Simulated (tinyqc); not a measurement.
UHF in the sto-3g basis, for BH, spin multiplicity 3, step by step (part 2 of 3). This run ends on a higher stationary point, not on the lowest solution. Computed by tinyqc, a small Python program that keeps every step (integrals from PySCF). Command: `OMP_NUM_THREADS=1 python tinyqc.py 24963 24964 out.jsonl` (the two numbers bound the seeds that draw the settings). One thread of a shared host (Intel(R) Xeon(R) Processor @ 2.60GHz), about 0.1 s of CPU time with the checks.

Geometry (angstrom):
```
atom         x         y         z
B     0.000000  0.000000  0.000000
H     0.000000  0.000000  1.938000
```

## Iteration 2: diagonalisation and new density

extrapolated F(alpha) (hartree):
```
            1B 1s      1B 2s    1B 2px     1B 2py     1B 2pz      2H 1s
1B 1s   -7.401212  -2.176553  0.000000   0.000000   0.001275  -0.105701
1B 2s   -2.176553  -1.132099  0.000000   0.000000   0.088593  -0.195418
1B 2px   0.000000   0.000000  0.083328   0.212264   0.000000   0.000000
1B 2py   0.000000   0.000000  0.212264  -0.165119   0.000000   0.000000
1B 2pz   0.001275   0.088593  0.000000   0.000000  -0.008924  -0.213020
2H 1s   -0.105701  -0.195418  0.000000   0.000000  -0.213020  -0.121641
```

extrapolated F(beta) (hartree):
```
            1B 1s      1B 2s     1B 2px     1B 2py     1B 2pz      2H 1s
1B 1s   -7.334919  -2.145827   0.000000   0.000000   0.000497  -0.100956
1B 2s   -2.145827  -0.681918   0.000000   0.000000  -0.102781  -0.221997
1B 2px   0.000000   0.000000   0.335054  -0.027298   0.000000   0.000000
1B 2py   0.000000   0.000000  -0.027298   0.367005   0.000000   0.000000
1B 2pz   0.000497  -0.102781   0.000000   0.000000   0.282887  -0.166052
2H 1s   -0.100956  -0.221997   0.000000   0.000000  -0.166052  -0.077436
```

X:
```
            1B 1s      1B 2s    1B 2px    1B 2py     1B 2pz      2H 1s
1B 1s    1.029120  -0.143353  0.000000  0.000000  -0.002679   0.013427
1B 2s   -0.143353   1.042558  0.000000  0.000000   0.016824  -0.097623
1B 2px   0.000000   0.000000  1.000000  0.000000   0.000000   0.000000
1B 2py   0.000000   0.000000  0.000000  1.000000   0.000000   0.000000
1B 2pz  -0.002679   0.016824  0.000000  0.000000   1.020477  -0.119542
2H 1s    0.013427  -0.097623  0.000000  0.000000  -0.119542   1.033620
```

D(alpha) after iteration 1:
```
            1B 1s      1B 2s     1B 2px     1B 2py     1B 2pz      2H 1s
1B 1s    1.075906  -0.282907   0.000000   0.000000   0.038651   0.001102
1B 2s   -0.282907   1.055835   0.000000   0.000000  -0.140650  -0.033962
1B 2px   0.000000   0.000000   0.247454  -0.431533   0.000000   0.000000
1B 2py   0.000000   0.000000  -0.431533   0.752546   0.000000   0.000000
1B 2pz   0.038651  -0.140650   0.000000   0.000000   0.457690   0.219910
2H 1s    0.001102  -0.033962   0.000000   0.000000   0.219910   0.475533
```

D(beta) after iteration 1:
```
            1B 1s      1B 2s    1B 2px    1B 2py     1B 2pz      2H 1s
1B 1s    1.023913  -0.100621  0.000000  0.000000  -0.046747  -0.072841
1B 2s   -0.100621   0.416393  0.000000  0.000000   0.172958   0.218910
1B 2px   0.000000   0.000000  0.000000  0.000000   0.000000   0.000000
1B 2py   0.000000   0.000000  0.000000  0.000000   0.000000   0.000000
1B 2pz  -0.046747   0.172958  0.000000  0.000000   0.071981   0.086919
2H 1s   -0.072841   0.218910  0.000000  0.000000   0.086919   0.426112
```

overlap S:
```
           1B 1s     1B 2s    1B 2px    1B 2py    1B 2pz     2H 1s
1B 1s   1.000000  0.269328  0.000000  0.000000  0.000000  0.012484
1B 2s   0.269328  1.000000  0.000000  0.000000  0.000000  0.178788
1B 2px  0.000000  0.000000  1.000000  0.000000  0.000000  0.000000
1B 2py  0.000000  0.000000  0.000000  1.000000  0.000000  0.000000
1B 2pz  0.000000  0.000000  0.000000  0.000000  1.000000  0.226324
2H 1s   0.012484  0.178788  0.000000  0.000000  0.226324  1.000000
```

Diagonalise F' = X^T F X, C = X C', fill 4 alpha and 2 beta electrons from the bottom; D(s) = C_occ C_occ^T; the new density keeps 0.3 of the old one (damping). Each column has its largest component positive (the first on a tie).

F' = X^T F X (alpha) (hartree):
```
           1          2         3          4          5          6
1  -7.221713  -1.113939  0.000000   0.000000  -0.020162   0.022129
2  -1.113939  -0.692557  0.000000   0.000000   0.125637  -0.133169
3   0.000000   0.000000  0.083328   0.212264   0.000000   0.000000
4   0.000000   0.000000  0.212264  -0.165119   0.000000   0.000000
5  -0.020162   0.125637  0.000000   0.000000   0.044517  -0.224753
6   0.022129  -0.133169  0.000000   0.000000  -0.224753  -0.045294
```

orbital energies (alpha) (hartree): MO1 -7.406531, MO2 -0.552790, MO3 -0.286837, MO4 -0.227995, MO5 0.205046, MO6 0.272269

coefficients C (alpha):
```
              MO1        MO2        MO3        MO4       MO5        MO6
1B 1s    0.991778  -0.297826   0.000000   0.029149  0.000000  -0.081564
1B 2s    0.029222   0.999635   0.000000  -0.132938  0.000000   0.315429
1B 2px   0.000000   0.000000  -0.497447   0.000000  0.867494   0.000000
1B 2py   0.000000   0.000000   0.867494   0.000000  0.497447   0.000000
1B 2pz   0.000019  -0.141640   0.000000   0.575309  0.000000   0.839590
2H 1s   -0.002730   0.126809   0.000000   0.708054  0.000000  -0.758249
```

F' = X^T F X (beta) (hartree):
```
           1          2          3          4          5          6
1  -7.151221  -1.157699   0.000000   0.000000   0.005045   0.032489
2  -1.157699  -0.211881   0.000000   0.000000  -0.065956  -0.187389
3   0.000000   0.000000   0.335054  -0.027298   0.000000   0.000000
4   0.000000   0.000000  -0.027298   0.367005   0.000000   0.000000
5   0.005045  -0.065956   0.000000   0.000000   0.331242  -0.197682
6   0.032489  -0.187389   0.000000   0.000000  -0.197682  -0.000250
```

orbital energies (beta) (hartree): MO1 -7.339270, MO2 -0.261544, MO3 0.144079, MO4 0.319400, MO5 0.382659, MO6 0.424625

coefficients C (beta):
```
              MO1        MO2        MO3       MO4        MO5        MO6
1B 1s    0.992818  -0.189164  -0.240151  0.000000   0.000000  -0.026134
1B 2s    0.025690   0.615398   0.851060  0.000000   0.000000   0.116680
1B 2px   0.000000   0.000000   0.000000  0.867494  -0.497447   0.000000
1B 2py   0.000000   0.000000   0.000000  0.497447   0.867494   0.000000
1B 2pz   0.000821   0.238824  -0.250426  0.000000   0.000000   0.967576
2H 1s   -0.002750   0.623983  -0.615893  0.000000   0.000000  -0.568932
```

D(alpha) after iteration 2:
```
            1B 1s      1B 2s     1B 2px     1B 2py     1B 2pz      2H 1s
1B 1s    1.073993  -0.275699   0.000000   0.000000   0.052876  -0.013554
1B 2s   -0.275699   1.029208   0.000000   0.000000  -0.194843   0.012600
1B 2px   0.000000   0.000000   0.247454  -0.431533   0.000000   0.000000
1B 2py   0.000000   0.000000  -0.431533   0.752546   0.000000   0.000000
1B 2pz   0.052876  -0.194843   0.000000   0.000000   0.383037   0.338545
2H 1s   -0.013554   0.012600   0.000000   0.000000   0.338545   0.504860
```

D(beta) after iteration 2:
```
            1B 1s      1B 2s    1B 2px    1B 2py     1B 2pz      2H 1s
1B 1s    1.022203  -0.093820  0.000000  0.000000  -0.045077  -0.106388
1B 2s   -0.093820   0.390480  0.000000  0.000000   0.154782   0.334422
1B 2px   0.000000   0.000000  0.000000  0.000000   0.000000   0.000000
1B 2py   0.000000   0.000000  0.000000  0.000000   0.000000   0.000000
1B 2pz  -0.045077   0.154782  0.000000  0.000000   0.061521   0.130390
2H 1s   -0.106388   0.334422  0.000000  0.000000   0.130390   0.400387
```

## Iteration 3: building the Fock matrix

core Hamiltonian H = T + V (hartree):
```
             1B 1s      1B 2s     1B 2px     1B 2py     1B 2pz      2H 1s
1B 1s   -12.594139  -3.260870   0.000000   0.000000  -0.007006  -0.153371
1B 2s    -3.260870  -3.685168   0.000000   0.000000  -0.070990  -0.531620
1B 2px    0.000000   0.000000  -2.877026   0.000000   0.000000   0.000000
1B 2py    0.000000   0.000000   0.000000  -2.877026   0.000000   0.000000
1B 2pz   -0.007006  -0.070990   0.000000   0.000000  -2.916342  -0.595975
2H 1s    -0.153371  -0.531620   0.000000   0.000000  -0.595975  -1.831141
```

Two-electron integrals (ij|kl) in chemists' order, unique and non-zero (hartree):
```
(11|11) 2.923513   (21|11) 0.518376   (21|21) 0.109262   (22|11) 0.744229
(22|21) 0.193177   (22|22) 0.544804   (31|31) 0.020264   (32|31) 0.029996
(32|32) 0.120346   (33|11) 0.742491   (33|21) 0.193240   (33|22) 0.544682
(33|33) 0.586773   (41|41) 0.020264   (42|41) 0.029996   (42|42) 0.120346
(43|43) 0.031630   (44|11) 0.742491   (44|21) 0.193240   (44|22) 0.544682
(44|33) 0.523513   (44|44) 0.586773   (51|51) 0.020264   (52|51) 0.029996
(52|52) 0.120346   (53|53) 0.031630   (54|54) 0.031630   (55|11) 0.742491
(55|21) 0.193240   (55|22) 0.544682   (55|33) 0.523513   (55|44) 0.523513
(55|55) 0.586773   (61|11) 0.023867   (61|21) 0.005017   (61|22) 0.008917
(61|33) 0.008882   (61|44) 0.008882   (61|51) 0.000372   (61|52) 0.000687
(61|55) 0.008993   (61|61) 0.000238   (62|11) 0.083492   (62|21) 0.022158
(62|22) 0.072511   (62|33) 0.070295   (62|44) 0.070295   (62|51) 0.002382
(62|52) 0.016714   (62|55) 0.076862   (62|61) 0.001089   (62|62) 0.016448
(63|31) 0.001781   (63|32) 0.009222   (63|53) 0.002840   (63|63) 0.001387
(64|41) 0.001781   (64|42) 0.009222   (64|54) 0.002840   (64|64) 0.001387
(65|11) 0.092315   (65|21) 0.024740   (65|22) 0.084860   (65|33) 0.080838
(65|44) 0.080838   (65|51) 0.003856   (65|52) 0.025811   (65|55) 0.092803
(65|61) 0.001248   (65|62) 0.022086   (65|65) 0.030449   (66|11) 0.272888
(66|21) 0.073479   (66|22) 0.270766   (66|33) 0.259019   (66|44) 0.259019
(66|51) 0.006949   (66|52) 0.067967   (66|55) 0.293923   (66|61) 0.003599
(66|62) 0.089360   (66|65) 0.128870   (66|66) 0.774606
```

nuclear repulsion = 1.36526628 hartree

J_ij = sum D_kl (ij|kl) with D = D(alpha) + D(beta), K_ij = sum D_kl (ik|jl) for each spin; F = H + J - K(s); E = tr D H + tr D J / 2 - 0.5 sum_s tr D(s) K(s) + E_nn.

Coulomb J (hartree):
```
           1B 1s     1B 2s     1B 2px     1B 2py    1B 2pz     2H 1s
1B 1s   8.260134  1.663162   0.000000   0.000000  0.009384  0.076941
1B 2s   1.663162  3.350447   0.000000   0.000000  0.087995  0.477508
1B 2px  0.000000  0.000000   3.315722  -0.027298  0.000000  0.000000
1B 2py  0.000000  0.000000  -0.027298   3.347674  0.000000  0.000000
1B 2pz  0.009384  0.087995   0.000000   0.000000  3.375540  0.576032
2H 1s   0.076941  0.477508   0.000000   0.000000  0.576032  2.169704
```

exchange K(alpha) (hartree):
```
           1B 1s      1B 2s     1B 2px     1B 2py     1B 2pz     2H 1s
1B 1s   2.994331   0.562512   0.000000   0.000000   0.000880  0.028740
1B 2s   0.562512   0.758835   0.000000   0.000000  -0.070950  0.150321
1B 2px  0.000000   0.000000   0.313008  -0.239562   0.000000  0.000000
1B 2py  0.000000   0.000000  -0.239562   0.593407   0.000000  0.000000
1B 2pz  0.000880  -0.070950   0.000000   0.000000   0.464223  0.211715
2H 1s   0.028740   0.150321   0.000000   0.000000   0.211715  0.501636
```

exchange K(beta) (hartree):
```
           1B 1s     1B 2s    1B 2px    1B 2py    1B 2pz     2H 1s
1B 1s   2.933537  0.528900  0.000000  0.000000  0.000988  0.023392
1B 2s   0.528900  0.350307  0.000000  0.000000  0.146185  0.182329
1B 2px  0.000000  0.000000  0.071108  0.000000  0.000000  0.000000
1B 2py  0.000000  0.000000  0.000000  0.071108  0.000000  0.000000
1B 2pz  0.000988  0.146185  0.000000  0.000000  0.151011  0.150776
2H 1s   0.023392  0.182329  0.000000  0.000000  0.150776  0.417810
```

F(alpha) (hartree):
```
            1B 1s      1B 2s    1B 2px     1B 2py     1B 2pz      2H 1s
1B 1s   -7.328336  -2.160220  0.000000   0.000000   0.001497  -0.105169
1B 2s   -2.160220  -1.093557  0.000000   0.000000   0.087955  -0.204433
1B 2px   0.000000   0.000000  0.125688   0.212264   0.000000   0.000000
1B 2py   0.000000   0.000000  0.212264  -0.122759   0.000000   0.000000
1B 2pz   0.001497   0.087955  0.000000   0.000000  -0.005025  -0.231657
2H 1s   -0.105169  -0.204433  0.000000   0.000000  -0.231657  -0.163072
```

F(beta) (hartree):
```
            1B 1s      1B 2s     1B 2px     1B 2py     1B 2pz      2H 1s
1B 1s   -7.267542  -2.126609   0.000000   0.000000   0.001389  -0.099822
1B 2s   -2.126609  -0.685029   0.000000   0.000000  -0.129180  -0.236441
1B 2px   0.000000   0.000000   0.367588  -0.027298   0.000000   0.000000
1B 2py   0.000000   0.000000  -0.027298   0.399540   0.000000   0.000000
1B 2pz   0.001389  -0.129180   0.000000   0.000000   0.308187  -0.170719
2H 1s   -0.099822  -0.236441   0.000000   0.000000  -0.170719  -0.079246
```

total energy of this density = -24.53321426 hartree

This density is a damped mixture and is not idempotent.

## Iteration 3: DIIS over 3 matrices

error matrix X^T (FDS - SDF) X (alpha):
```
           1          2         3         4          5          6
1   0.000000   0.000146  0.000000  0.000000   0.002290  -0.005385
2  -0.000146   0.000000  0.000000  0.000000  -0.012506   0.021383
3   0.000000   0.000000  0.000000  0.000000   0.000000   0.000000
4   0.000000   0.000000  0.000000  0.000000   0.000000   0.000000
5  -0.002290   0.012506  0.000000  0.000000   0.000000   0.022085
6   0.005385  -0.021383  0.000000  0.000000  -0.022085   0.000000
```

B (overlaps of the stored error matrices):
```
               1              2              3
1  1.3575966e-01  2.7104047e-02  1.1027027e-02
2  2.7104047e-02  7.1009829e-03  3.5420041e-03
3  1.1027027e-02  3.5420041e-03  2.7170860e-03
```

Minimise |sum c_i e_i|^2 with sum c_i = 1: solve [B -1; -1 0][c; lambda] = [0; -1] with B_ij = tr e_i^T e_j summed over both spins, and take F = sum c_i F_i.

DIIS coefficients: -0.118326  0.358366  0.759959

extrapolated F(alpha) (hartree):
```
            1B 1s      1B 2s    1B 2px     1B 2py     1B 2pz      2H 1s
1B 1s   -7.377931  -2.171274  0.000000   0.000000   0.000862  -0.105627
1B 2s   -2.171274  -1.116832  0.000000   0.000000   0.092044  -0.204388
1B 2px   0.000000   0.000000  0.098432   0.212264   0.000000   0.000000
1B 2py   0.000000   0.000000  0.212264  -0.150014   0.000000   0.000000
1B 2pz   0.000862   0.092044  0.000000   0.000000  -0.006850  -0.230937
2H 1s   -0.105627  -0.204388  0.000000   0.000000  -0.230937  -0.150176
```

extrapolated F(beta) (hartree):
```
            1B 1s      1B 2s     1B 2px     1B 2py     1B 2pz      2H 1s
1B 1s   -7.314615  -2.139745   0.000000   0.000000   0.001133  -0.100372
1B 2s   -2.139745  -0.690363   0.000000   0.000000  -0.116902  -0.236888
1B 2px   0.000000   0.000000   0.344690  -0.027298   0.000000   0.000000
1B 2py   0.000000   0.000000  -0.027298   0.376641   0.000000   0.000000
1B 2pz   0.001133  -0.116902   0.000000   0.000000   0.287882  -0.172799
2H 1s   -0.100372  -0.236888   0.000000   0.000000  -0.172799  -0.073960
```

## Iteration 3: diagonalisation and new density

As before.

F' = X^T F X (alpha) (hartree):
```
           1          2         3          4          5          6
1  -7.198263  -1.114138  0.000000   0.000000  -0.021485   0.023337
2  -1.114138  -0.675323  0.000000   0.000000   0.132277  -0.142471
3   0.000000   0.000000  0.098432   0.212264   0.000000   0.000000
4   0.000000   0.000000  0.212264  -0.150014   0.000000   0.000000
5  -0.021485   0.132277  0.000000   0.000000   0.050801  -0.241277
6   0.023337  -0.142471  0.000000   0.000000  -0.241277  -0.069293
```

orbital energies (alpha) (hartree): MO1 -7.383312, MO2 -0.542106, MO3 -0.271733, MO4 -0.254759, MO5 0.220151, MO6 0.288099

coefficients C (alpha):
```
              MO1        MO2        MO3        MO4       MO5        MO6
1B 1s    0.991725  -0.295743   0.000000   0.039318  0.000000  -0.085431
1B 2s    0.029401   0.990395   0.000000  -0.167933  0.000000   0.327632
1B 2px   0.000000   0.000000  -0.497447   0.000000  0.867494   0.000000
1B 2py   0.000000   0.000000   0.867494   0.000000  0.497447   0.000000
1B 2pz   0.000044  -0.137694   0.000000   0.563858  0.000000   0.847973
2H 1s   -0.002699   0.158936   0.000000   0.717696  0.000000  -0.742977
```

F' = X^T F X (beta) (hartree):
```
           1          2          3          4          5          6
1  -7.131625  -1.153181   0.000000   0.000000   0.007407   0.034631
2  -1.153181  -0.219855   0.000000   0.000000  -0.078545  -0.201438
3   0.000000   0.000000   0.344690  -0.027298   0.000000   0.000000
4   0.000000   0.000000  -0.027298   0.376641   0.000000   0.000000
5   0.007407  -0.078545   0.000000   0.000000   0.337708  -0.204909
6   0.034631  -0.201438   0.000000   0.000000  -0.204909   0.007799
```

orbital energies (beta) (hartree): MO1 -7.318952, MO2 -0.281836, MO3 0.158218, MO4 0.329036, MO5 0.392295, MO6 0.436599

coefficients C (beta):
```
              MO1        MO2        MO3       MO4        MO5        MO6
1B 1s    0.992815  -0.193789  -0.236766  0.000000   0.000000  -0.023074
1B 2s    0.025699   0.632068   0.840087  0.000000   0.000000   0.106653
1B 2px   0.000000   0.000000   0.000000  0.867494  -0.497447   0.000000
1B 2py   0.000000   0.000000   0.000000  0.497447   0.867494   0.000000
1B 2pz   0.000779   0.245993  -0.251999  0.000000   0.000000   0.965369
2H 1s   -0.002728   0.605779  -0.628697  0.000000   0.000000  -0.574574
```

D(alpha) after iteration 3:
```
            1B 1s      1B 2s     1B 2px     1B 2py     1B 2pz      2H 1s
1B 1s    1.072967  -0.271954   0.000000   0.000000   0.059918  -0.019091
1B 2s   -0.271954   1.015727   0.000000   0.000000  -0.220195   0.029544
1B 2px   0.000000   0.000000   0.247454  -0.431533   0.000000   0.000000
1B 2py   0.000000   0.000000  -0.431533   0.752546   0.000000   0.000000
1B 2pz   0.059918  -0.220195   0.000000   0.000000   0.350738   0.369520
2H 1s   -0.019091   0.029544   0.000000   0.000000   0.369520   0.529707
```

D(beta) after iteration 3:
```
            1B 1s      1B 2s    1B 2px    1B 2py     1B 2pz      2H 1s
1B 1s    1.022926  -0.096027  0.000000  0.000000  -0.046351  -0.115988
1B 2s   -0.096027   0.397263  0.000000  0.000000   0.155288   0.368303
1B 2px   0.000000   0.000000  0.000000  0.000000   0.000000   0.000000
1B 2py   0.000000   0.000000  0.000000  0.000000   0.000000   0.000000
1B 2pz  -0.046351   0.155288  0.000000  0.000000   0.060815   0.143427
2H 1s   -0.115988   0.368303  0.000000  0.000000   0.143427   0.376999
```
